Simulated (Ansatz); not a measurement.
HCSi⁺, triplet: the ladder up to full CI

Geometry: that of the HCSi, quartet, kept fixed.

| atom | x (Å) | y (Å) | z (Å) |
| --- | --- | --- | --- |
| Si | 0.0000 | 0.0326 | 0.6172 |
| C | 0.0000 | -0.1270 | -1.2686 |
| H | 0.0000 | 0.6065 | -2.0825 |

Basis 6-31G; Ansatz 0.2.0. Correlated methods freeze the noble-gas cores, which leaves 8 electrons in 18 orbitals. R marks a restricted (for open shells ROHF) determinant, U an unrestricted one. Active spaces: valence = (8e, 9o) chosen from the atoms' valence shells.

Full CI is exact within this basis and frozen core; it isn't the basis-set limit. The frozen core follows each run's orbitals, which can shift R against U totals by a few meV.

Unrestricted rows (U) aren't spin-pure: their determinants' ⟨S²⟩ exceeds S(S+1) by up to 0.13, so they mix in states of higher spin. For open shells CISD and CISDTQ are restricted-active-space CI with the open shells as a complete middle space.

```
UHF ⟨S²⟩                          : 2.132
T1 diagnostic (RCCSD)             : 0.0555
largest doubles amplitude (RCCSD) : 0.084
T1 diagnostic (UCCSD)             : 0.0434
```

| level | E − E(RHF) (eV) |
| --- | --- |
| UHF | -0.2052 |
| RMP2 | -2.3736 |
| UMP2 | -2.4081 |
| RCCSD | -3.1916 |
| UCCSD | -3.1942 |
| RCCSD(T) | -3.2724 |
| UCCSD(T) | -3.2722 |

Estimate how far full CI in 6-31G lies from RCCSD(T). The table doesn't fix it; the size of (T) and the diagnostics are the guide.

Full CI in 6-31G lies 0.88 kcal/mol below RCCSD(T), which is 47 % of the (T) step (-1.86 kcal/mol). T1 is raised, and the rest is a large part of (T).

The other levels:

| level | E − E(full CI) (kcal/mol) | share of correlation (%) | wall time |
| --- | --- | --- | --- |
| CISD | 6.98 | 90.86 | 0.39 s |
| BCCD(T) | 0.90 | 98.82 | 0.6 s |
| RCCSDT | 0.23 | 99.70 | – |
| UCCSDT | 0.21 | 99.72 | – |
| CISDTQ | 0.21 | 99.73 | 3 s |
| RCCSDT(Q) | 0.03 | 99.96 | 2.1 s |
| UCCSDT(Q) | 0.00 | 99.99 | 2 s |
| RCCSDTQ | 0.01 | 99.99 | 19 s |
| UCCSDTQ | 0.00 | 100.00 | 20 s |
| CASSCF (valence space) | 20.90 | 72.63 | – |
| NEVPT2 (valence space) | 5.06 | 93.38 | 1.5 s |
| MRCISD (valence space) | 0.64 | 99.16 | – |
| MRCISD+Q (valence space) | 0.24 | 99.68 | 2.7 s |

The correlation energy at full CI, counted from RHF, is -3.310 eV. That run took 18 s on 1 thread of Intel Xeon 6975P-C, shared host over 4,681,152 determinants.

Times hold each run's SCF and search for its determinant on a shared host, so for small cases they say little of a method's own cost; they ran on 1 thread of Intel Xeon 6975P-C.

The full-CI state has the irrep A'' of Cs, in the program's axes.

Natural occupations of full CI about the gap: 1.969 1.960 1.892 0.990 0.980 0.072 0.052 0.037 0.024 0.005; effectively unpaired electrons, Σ n²(2−n)², 2.09.
